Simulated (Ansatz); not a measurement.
Cartesian coordinates in Å:
```
C -0.954 0.585 0.850
C 0.234 -0.139 0.253
C 0.920 0.643 -0.846
F 1.160 -0.378 1.268
C -0.193 -1.503 -0.264
O -0.980 -1.653 -1.153
H -1.725 0.713 0.089
H -0.643 1.564 1.217
H -1.373 0.015 1.681
H 0.237 0.770 -1.686
H 1.810 0.116 -1.195
H 1.218 1.624 -0.471
H 0.288 -2.359 0.256
```

Charge 0, multiplicity 1.

**Question.** List the ωB97M-V/def2-TZVPP orbital energies in eV (the Gaussian-basis code of Ansatz). (Estimate.)

**Answer.** The calculation gave: Occupied: -677.42, -526.53, -284.18, -284.15, -281.67, -281.66, -36.41, -32.67, -25.59, -22.78, -21.48, -18.67, -17.48, -16.32, -16.19, -15.39, -14.62, -14.31, -13.84, -13.37, -13.30, -13.14, -12.15, -10.06. Lowest empty: 1.18, 2.69, 3.75, 3.95, 4.17, 4.42, 4.98, 5.02.
